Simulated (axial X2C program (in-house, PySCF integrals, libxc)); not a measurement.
**Correcting the dissociation energy of PF for spin–orbit coupling**

A spin-free CCSD(T) curve (one-electron X2C) was computed with an in-house all-electron X2C program for linear molecules (integrals from PySCF), basis P dyall-v3z [8s7p2d1f], F dyall-av3z [7s6p3d2f] (cores contracted in-house), for the state M_S = 1, Λ = 0 (beyond evenly filled blocks: π+α, π-α). It gives D0 = 4.361 eV to P + F, which in a spin-free picture are the weighted means of the ground terms.

Correlated methods: 12 electrons correlated (number of frozen shells: P 2 s, 1 p; F 1 s), 166 virtual spin orbitals or spinors in MP2, 90 natural virtuals in coupled cluster.

Measured levels of the ground terms (NIST Handbook of Basic Atomic Spectroscopic Data), in cm⁻¹: P 4S: J = 3/2 at 0; F 2P: J = 3/2 at 0, J = 1/2 at 404.1.

The molecular state has Λ = 0, so it has no first-order lowering.

(1) How far does each ground level lie under the (2J+1)-weighted mean of its term?

(2) Correct D0.

Second-order spin–orbit effects in the molecule, which grow quickly with Z, are left out. The state is one determinant whose occupation by symmetry is held fixed; it was picked as the lowest of a PBE0 search that is not exhaustive. Dissociation energies refer to the lowest single-determinant-based atoms at the same level and basis. CCSD and (T) use frozen natural virtuals with an MP2 correction for the truncation; (T) itself is uncorrected, so its De runs slightly low.

## Answers

(1) P: a single level, 0; F: (4 × 0 + 2 × 404.1)/6 = 135 cm⁻¹.

(2) D0 = 4.361 + (0 − 135)/8065.5 = 4.344 eV at CCSD(T) with these spin–orbit terms. The direct two-component run gives 4.345 eV; the difference holds second-order terms in the molecule, scalar two-electron terms, the gap between measured and computed atomic splittings (a 2c atom can miss part of its lowering) and, in coupled cluster, the truncation of each run.
